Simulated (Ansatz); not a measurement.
Coupled-cluster diagnostics for LiF₂⁻, Ansatz.

Geometry of the singlet (r2SCAN-D4/def2-TZVPD):

Cartesian coordinates in Å:
```
Li 0.000 0.000 0.000
F -1.402 0.526 0.793
F 1.402 -0.526 -0.793
```

Correlated methods freeze 2 core orbitals; core or outer-core shells of Li are correlated, in sets that lack core-valence functions. In the triplet, F2 and F3 lie 1.99 Å apart (atoms count from 1), so these atoms are partly bonded to each other. In the quintet geometry the species has come apart into loosely held pieces. The structure comes from a short search, and lower isomers may exist.

Geometry of the charge -1 triplet (r2SCAN-D4/def2-TZVPD):

```csv
atom,x (Å),y (Å),z (Å)
Li1,-0.793,0.600,-0.073
F2,0.399,-0.416,-0.953
F3,0.394,-0.184,1.026
```

Geometry of the charge -1 quintet (r2SCAN-D4/def2-TZVPD):

```xyz
3

Li    0.000    0.000    0.000
F     1.346    2.185    2.838
F    -1.346   -2.185   -2.838
```

(1) Estimate the CCSD(T) correlation energy, the shares of MP2 and (T), T1 and the reference's ⟨S²⟩ for: charge -1, singlet, own geometry in def2-TZVPPD; charge -1, triplet, own geometry in def2-TZVPPD; charge -1, quintet, own geometry in def2-TZVPPD; charge 0, doublet, vertical in def2-TZVPPD; and the rough time on 4 threads of Arm Neoverse V2 on a shared host.

Answers

(1) 
| state | basis | correlation (eV) | MP2 share (%) | (T) share (%) | T1 | ⟨S²⟩ (pure) | wall time | remarks |
| --- | --- | --- | --- | --- | --- | --- | --- | --- |
| charge -1, singlet, own geometry | def2-TZVPPD | -16.536 | 97.6 | 2.7 | 0.016 | 0.00 (0.00) | 1.6 s | – |
| charge -1, triplet, own geometry | def2-TZVPPD | -15.663 | 92.5 | 3.1 | 0.061 | 2.01 (2.00) | 4.2 s | large T1 |
| charge -1, quintet, own geometry | def2-TZVPPD | -12.785 | 92.0 | 1.7 | 0.008 | 6.01 (6.00) | 3.2 s | HOMO above zero |
| charge 0, doublet, vertical | def2-TZVPPD | -14.620 | 95.2 | 2.3 | 0.023 | 0.75 (0.75) | 3.2 s | – |
Customary marks for T1 are 0.02 (closed shells), 0.045 (open shells) and about 0.05 (3d metals). T1 exceeds 0.02 in 2 of 4 rows and 0.045 in 1; the higher it lies, the less the single-reference result can be trusted.
